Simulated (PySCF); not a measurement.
## Heteronuclear NMR

Structure with atom numbers: `[CH2:1]=[B:2][OH:3]` (H(Xn): hydrogen on atom n).

- spin–spin couplings from B3LYP/pcJ-1
- coordinates at the PBE0-D3(BJ)/def2-SVP level
- PBE0/pcSseg-1 with gauge-including orbitals
- program: PySCF
- one computed conformer, fast rotation and ring inversion assumed for equivalent nuclei, non-relativistic Hamiltonian, isolated molecule

Q: What are the 17O shifts?

A: 
```
atoms            environment  σ (ppm)  δ (ppm)
   O3  oxygen bonded to B, H    216.2     71.3
```

Shieldings were converted by a linear fit to measured shifts: 17O: δ = 264.06 − 0.892σ (rms 13.4 ppm, 147 shifts, 14.2 ppm with the 1 outlier that the fit left out vs liquid water, solution or neat liquid). A few per cent of atoms miss by over 2 rms, more outside the fitted compound classes. Couplings are scaled by factors fitted to measured values: 2J(H,H) × 0.91 (rms 0.6 Hz); all others are unscaled and can be 10–30 % off.

Couplings (the largest are listed; each averaged over equivalent pairs; quadrupolar broadening usually hides them): 1J(B2,O3) = -17.3 Hz, 2J(C1,O3) = -3.8 Hz.

On a 400 MHz spectrometer 17O resonates near 54.2 MHz, so 1 ppm is 54.2 Hz.
